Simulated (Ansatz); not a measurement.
`[F][MgH]` + H₂O → `[OH][MgH]` + H–F  (formal hydrolysis of a Mg–F bond)

Gas-phase electronic energies from Ansatz, PBE0-D4/def2-TZVP geometries. CCSD(T)/CBS is the MP2 limit (def2-TZVPP, def2-QZVPP) plus CCSD(T) − MP2 in def2-TZVPP, frozen cores. This one scheme is used for every species. For Mg outer-core shells are correlated without core-valence functions, which leaves a few kJ/mol of doubt a bond.

| species | CCSD(T)/CBS(def2) energy (Eh) |
| --- | --- |
| `[F][MgH]` | -300.33731 |
| H₂O | -76.37941 |
| `[OH][MgH]` | -276.29839 |
| H–F | -100.39570 |

**Question.** Work out ΔE.

**Answer.** ΔE = (-276.29839) + (-100.39570) − (-300.33731) − (-76.37941) = 0.02263 Eh = +59.4 kJ/mol.

Largest T1 diagnostic among the species: 0.011.

From BLYP to BHLYP (50 % exact exchange), in def2-TZVPP and without D4, ΔE moves by −3.9 kJ/mol. Leaving LDA and LC-ωPBE aside and taking each functional with its dispersion term where it has one, the values, not all of them listed here, spread over 6.0 kJ/mol, from PBE-QIDH to B97M-V. LDA lies −7.1 kJ/mol from PBE without D4.
